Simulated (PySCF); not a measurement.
# Atomic charges against the basis set

Compound: C2H3F3.
Atom-mapped SMILES: `[F:1][CH2:2][CH:3]([F:4])[F:5]` (hydrogens: H6, H7 on C2; H8 on C3)

PBE0 throughout (PySCF), one geometry, spherical d and f functions. The structure is a single PBE0-D3(BJ)/def2-SVP conformer in the gas phase; no vibrational or solvent corrections. Atoms taken as equivalent share a column and are averaged.

Mulliken charges (e):

```json
{"basis": "STO-3G", "functions": "28", "F1": "-0.106", "C2": "-0.060", "C3": "+0.147", "F4/F5": "-0.112", "H6/H7": "+0.085", "H8": "+0.073"}
{"basis": "6-31G", "functions": "51", "F1": "-0.328", "C2": "-0.030", "C3": "+0.402", "F4/F5": "-0.304", "H6/H7": "+0.191", "H8": "+0.183"}
{"basis": "6-31G*", "functions": "76", "F1": "-0.328", "C2": "-0.032", "C3": "+0.481", "F4/F5": "-0.315", "H6/H7": "+0.177", "H8": "+0.154"}
{"basis": "def2-SVP", "functions": "85", "F1": "-0.266", "C2": "+0.203", "C3": "+0.377", "F4/F5": "-0.228", "H6/H7": "+0.052", "H8": "+0.037"}
{"basis": "6-311+G(2d,p)", "functions": "153", "F1": "-0.266", "C2": "-0.033", "C3": "+0.359", "F4/F5": "-0.267", "H6/H7": "+0.163", "H8": "+0.149"}
{"basis": "def2-TZVP", "functions": "173", "F1": "-0.212", "C2": "+0.021", "C3": "+0.251", "F4/F5": "-0.186", "H6/H7": "+0.114", "H8": "+0.083"}
```

IAO charges (e):

| basis | functions | F1 | C2 | C3 | F4/F5 | H6/H7 | H8 |
| --- | --- | --- | --- | --- | --- | --- | --- |
| STO-3G | 28 | -0.133 | -0.132 | +0.172 | -0.139 | +0.131 | +0.110 |
| 6-31G | 51 | -0.288 | -0.027 | +0.382 | -0.278 | +0.165 | +0.158 |
| 6-31G* | 76 | -0.299 | +0.011 | +0.440 | -0.292 | +0.148 | +0.136 |
| def2-SVP | 85 | -0.303 | +0.015 | +0.440 | -0.293 | +0.148 | +0.137 |
| 6-311+G(2d,p) | 153 | -0.316 | +0.009 | +0.442 | -0.302 | +0.159 | +0.150 |
| def2-TZVP | 173 | -0.315 | +0.012 | +0.449 | -0.303 | +0.157 | +0.146 |

Hirshfeld charges (e):

```tsv
basis	functions	F1	C2	C3	F4/F5	H6/H7	H8
STO-3G	28	-0.075	+0.046	+0.154	-0.081	+0.016	+0.005
6-31G	51	-0.121	+0.026	+0.151	-0.110	+0.055	+0.054
6-31G*	76	-0.111	+0.022	+0.143	-0.101	+0.050	+0.048
def2-SVP	85	-0.106	+0.010	+0.139	-0.097	+0.051	+0.048
6-311+G(2d,p)	153	-0.112	+0.008	+0.136	-0.103	+0.058	+0.057
def2-TZVP	173	-0.108	+0.006	+0.134	-0.099	+0.056	+0.054
```

ESP-fitted charges (e):

```
        basis  functions      F1      C2      C3   F4/F5   H6/H7      H8
       STO-3G         28  -0.096  -0.101  +0.303  -0.139  +0.079  +0.015
        6-31G         51  -0.246  +0.025  +0.475  -0.263  +0.104  +0.065
       6-31G*         76  -0.177  -0.038  +0.297  -0.184  +0.104  +0.077
     def2-SVP         85  -0.203  +0.001  +0.363  -0.214  +0.098  +0.070
6-311+G(2d,p)        153  -0.195  -0.068  +0.286  -0.202  +0.134  +0.113
    def2-TZVP        173  -0.184  -0.075  +0.285  -0.195  +0.129  +0.105
```

Some averages cover members that differ in this geometry, most widely: H6/H7, ESP-fitted in 6-31G +0.088 to +0.119; F4/F5, ESP-fitted in 6-311+G(2d,p) -0.217 to -0.187; F4/F5, ESP-fitted in def2-TZVP -0.209 to -0.181; F4/F5, ESP-fitted in 6-31G -0.278 to -0.249 e.

**Question.** Which scheme is steadiest as the basis changes?

**Answer.** Largest range over the bases for any column: Hirshfeld 0.05 e, ESP-fitted 0.19 e, IAO 0.28 e, Mulliken 0.33 e. Hirshfeld charges move least and Mulliken charges most, counted in e. Without the minimal STO-3G basis the ranges are Hirshfeld 0.02, ESP-fitted 0.19, IAO 0.07, Mulliken 0.24 e.

**Question.** How much do the charges still move between the two largest bases, 6-311+G(2d,p) and def2-TZVP?

**Answer.** At most, over all atoms: Mulliken 0.107 e, IAO 0.007 e, Hirshfeld 0.004 e, ESP-fitted 0.011 e.

**Question.** What do the same runs give for the total energy, the frontier levels and the dipole moment?

**Answer.** 
```
        basis  energy (Eh)  HOMO (eV)  LUMO (eV)  μ (D)
       STO-3G    -371.8953      -4.87       7.82   0.77
        6-31G    -377.0567      -9.55       2.12   1.67
       6-31G*    -377.1443      -9.22       2.56   1.32
     def2-SVP    -376.8694      -9.48       2.14   1.44
6-311+G(2d,p)    -377.2855      -9.77       0.50   1.54
    def2-TZVP    -377.3245      -9.66       1.45   1.46
```

The dipole is fixed by the density alone, so its range of 0.90 D shows that the density itself changes with the basis, not only its division among atoms.
